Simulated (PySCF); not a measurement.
## SN2, singlet: data card

Level of theory: PySCF, PBE0, basis S def2-TZVP, N def2-TZVP (no relativity, density fitting).

The structure is a minimum.

- Point group: D∞h
- Bond lengths: S–N 1.451 Å (×2)
- Bond angles: N–S–N 180.0°
- Atomisation energy without zero-point energy: 689 kJ/mol
- Dipole moment: 0.00 D
- Rotational constants: 0.2859 cm⁻¹
- Heat capacity Cp at 298.15 K: 44.4 J/(mol K)
- Entropy at 298.15 K and 1 bar: 229.5 J/(mol K)
- Enthalpy at 298.15 K above 0 K: 10.96 kJ/mol
- Highest occupied level: -9.17 eV
- Rotational symmetry number: 2
- Lowest empty level: -3.59 eV
- Zero-point energy: 19.7 kJ/mol
- Principal polarisabilities: 18.2, 18.2, 51.1 bohr³
- Principal quadrupole moments (Buckingham, traceless) about the centre of mass: -6.98, 3.49, 3.49 D Å

Harmonic modes (masses in u: S 31.972, N 14.003):
```tsv
symmetry	ω (cm⁻¹)	IR (km/mol, summed over degenerate members)	μ (u)	type
πu	298	19.4	18.99	bend
σg+	1134	0.0	14.00	stretch
σu+	1563	16.5	18.99	stretch
```

In D∞h the vibrations span πu + σg+ + σu+. The σg+ mode carries no infrared intensity, as symmetry demands. With a centre of inversion only u modes can be infrared active and only g modes Raman active.

Charges (e):
```csv
atom,Mulliken,Löwdin,polar tensor,Mayer order to S1
S1,0.50,0.77,0.42,–
"N2,3",-0.25,-0.39,-0.21,2.37
```
Other Mayer orders above 0.3: N–N 0.46.

Mulliken populations on S1: s 5.38, p 9.45, d 0.62, f 0.04.

Counting electrons, sulfur keeps none of its valence electrons outside its bonds, so the VSEPR class is AX2 and the expected shape is linear (D∞h), as computed.

The final relaxation and frequency run took 9.6 s on 2 threads of a shared Arm Neoverse V1 host, with 99 basis functions and 6 gradients; the process peaked at 0.88 GiB. Launch command: `OMP_NUM_THREADS=2 python axn.py task.json out`.
